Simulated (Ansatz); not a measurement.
## Ansatz (development build ahead of 0.2.0) run

```yaml
crystal:
  periodic: [false, false, false]
  atoms:
    - { symbol: O, position_ang: [0.06435, -0.05875, -0.07821] }
    - { symbol: H, position_ang: [-0.03426, 0.82379, 0.58672] }
    - { symbol: H, position_ang: [0.10992, -0.67054, 0.52522] }
basis:
  gaussian: { orbitals: STO-3G }
hamiltonian:
  xc: hf
correlation:
  method: mp2
  frozen_orbitals: { H: 0, O: 1 }
```

The input is written out in the form of the current development build from the run's settings.

The run gave:

```json
{"Converged": "yes", "Reference energy": "-74.92555 hartree", "Correlation energy": "-0.03946 hartree", "Total energy": "-74.96501 hartree", "Spin squared of the determinant": "0.000"}
```

Caution: no unrestricted run beside it, a lower state can exist.
